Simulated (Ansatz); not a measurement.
## Worked example: Cl–CH–Ga, quartet against Cl–CH–Ga, doublet

Geometry (PBE0/def2-TZVP stationary point of a doublet), kept for both states (Cl–CH–Ga, doublet: A''; Cl–CH–Ga, quartet: A''):

| atom | x (Å) | y (Å) | z (Å) |
| --- | --- | --- | --- |
| Cl | 0.0000 | -0.2243 | 1.9932 |
| C | 0.0000 | 0.8739 | 0.6620 |
| Ga | 0.0000 | -0.0640 | -1.1423 |
| H | 0.0000 | 1.9032 | 1.0230 |

Basis cc-pVDZ; Ansatz 0.2.0. Correlated methods freeze the noble-gas cores and the filled d shells of p-block atoms. Prefix R: restricted or restricted open-shell reference; prefix U: unrestricted. No spin–orbit coupling is included, and no scalar relativity.

Full CI isn't at hand for all of this; UCCSDT(Q) serves as the reference, and is uncertain by about the last step of the cluster series.

| level | E(Cl–CH–Ga, doublet) (hartree) | E(Cl–CH–Ga, quartet) (hartree) |
| --- | --- | --- |
| UHF | -2421.117955 | -2421.053288 |
| UMP2 | -2421.408278 | -2421.326956 |
| UCCSD(T) | -2421.455246 | -2421.369897 |
| PBE | -2423.134822 | -2423.046761 |
| wB97M-V | -2423.522487 | -2423.427031 |
| UCCSDT(Q) | -2421.457111 | -2421.372049 |

Give the vertical gap, Cl–CH–Ga quartet less Cl–CH–Ga doublet, at each level in eV (1 hartree = 27.2114 eV), and each error against UCCSDT(Q).

UCCSDT(Q): (-2421.372049 − (-2421.457111)) × 27.2114 = 2.315 eV (the reference)
wB97M-V: (-2423.427031 − (-2423.522487)) × 27.2114 = 2.597 eV, error 0.282 eV
PBE: (-2423.046761 − (-2423.134822)) × 27.2114 = 2.396 eV, error 0.081 eV
UCCSD(T): (-2421.369897 − (-2421.455246)) × 27.2114 = 2.322 eV, error 0.007 eV
UMP2: (-2421.326956 − (-2421.408278)) × 27.2114 = 2.213 eV, error -0.102 eV
UHF: (-2421.053288 − (-2421.117955)) × 27.2114 = 1.760 eV, error -0.555 eV

Total energies of functionals can't be set beside those of wave-function methods, since they hold the core's correlation and their own absolute errors; only the differences compare.

In so small a basis the reference is far from its limit while semilocal and hybrid functionals are nearer theirs, so the functionals' errors here hold much of the reference's basis and frozen-core error, which can add to them or hide them.

Each level lands on the state that its own search finds. T1 diagnostics of restricted CCSD: 0.022 and 0.033.
